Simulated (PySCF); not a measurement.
Si(Cl)4 cation (Cl₄Si), SMILES Cl[Si](Cl)(Cl)Cl (connectivity only; charge and spin as stated), charge +1, multiplicity 2.

Geometry: PBE0-D3(BJ)/def2-SVP. A frequency run showed that this geometry is not a minimum. The multiplicity is an assumed one; other spin states were not compared. The isomer is the one that the SMILES or the coordinates give; other isomers of the formula were not compared.

The numbers are results of r2SCAN/def2-TZVP run with PySCF, not measurements.

Computed frontier levels, dipole moment and polarisability:
```yaml
"α spin, highest occupied and lowest empty level": -14.24 and -6.90 eV
"β spin, highest occupied and lowest empty level": -13.95 and -13.81 eV
dipole_moment_about_the_centre_of_nuclear_charge: 0.00 D
mean_static_polarisability: 103.6 bohr³ (15.35 Å³)
polarisability_principal_values: 88.9, 110.9, 110.9 bohr³
"⟨S²⟩": 0.753 (pure state 0.75)
```
